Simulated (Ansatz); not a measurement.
**BH2+ (singlet): wave-function methods side by side, cc-pVQZ**

One table from this session's results is given with a row withheld; the runs are named, their logs left out.

Method: cc-pVQZ, core rule «outside noble gas», up to 1 orbitals frozen; program: Ansatz 0.2.0, Gaussian basis.

To be run: UHF; CCSD(T) on RHF; CCSD(T) on UHF; BCCD(T) on RHF; CCSDT(Q) on RHF; CCSDT(Q) on UHF; CASSCF and MRCISD+Q, 4 electrons in 6 orbitals; CASSCF and NEVPT2, 4 electrons in 6 orbitals; Full CI.

6 further runs of the same task are left out: 2 for a known fault of the program, 4 set aside as unsound or not needed.

### The geometry

The geometry is a PBE0/def2-TZVP stationary point (not a proven minimum) of the parent state, kept for this charge and spin.

3 atoms, charge 1, spin multiplicity 1.

Atoms are counted from 1 here; the program's logs count them from 0.

Bond lengths: B1–H2 1.291 Å, B1–H3 1.291 Å. Angles: H2–B1–H3 66.8°.

Geometry (Å):

```xyz
3
charge 1, multiplicity 1
B     0.00000    0.00000   -0.16937
H     0.00000    0.71056    0.90835
H     0.00000   -0.71056    0.90835
```

Set-up of the first run:

Contents of in.yaml:

```yaml
crystal:
  periodic: [false, false, false]
  atoms:
    - {symbol: B, position_ang: [0.000000, 0.000000, -0.169375]}
    - {symbol: H, position_ang: [0.000000, 0.710556, 0.908347]}
    - {symbol: H, position_ang: [0.000000, -0.710556, 0.908347]}
basis:
  gaussian: {orbitals: cc-pVQZ}
total_charge: 1
magnetization: {spin_polarized: true, initial_magnetization: 0}
hamiltonian: {xc: hf}
output: {orbitals: {seedname: orbitals}}
```

On the command line:

```
$ ansatz run in.yaml --threads 1 --pin off --events-out ev --progress --plain --max-ram 2816MiB --backend cpu
```

Among the steps run: UHF; CCSD(T) on RHF; CCSD(T) on UHF; BCCD(T) on RHF; CCSDT(Q) on RHF; CCSDT(Q) on UHF; CASSCF and MRCISD+Q, 4 electrons in 6 orbitals; CASSCF and NEVPT2, 4 electrons in 6 orbitals; Full CI.

One of the session's tables, all rows but one given; the rest of the session is left out.

```
          method  from FCI (kcal/mol)
             RHF               +70.47
            RMP2                    ?
           RCCSD                +1.79
        RCCSD(T)                +0.35
         BCCD(T)                +0.36
          RCCSDT                +0.02
       RCCSDT(Q)                 0.00
  CASSCF valence               +25.61
  NEVPT2 valence                +4.90
  MRCISD valence                +0.52
MRCISD+Q valence                +0.09
             FCI                    0
```

Estimate the missing values for RMP2.

As computed: from FCI (kcal/mol): +16.58. In the column «from FCI (kcal/mol)» it lies between NEVPT2 valence (+4.90) and CASSCF valence (+25.61).

Left out of the table: UHF, UMP2, UCCSD, UCCSD(T), UCCSDT, UCCSDT(Q) (another determinant or state than the rows shown).
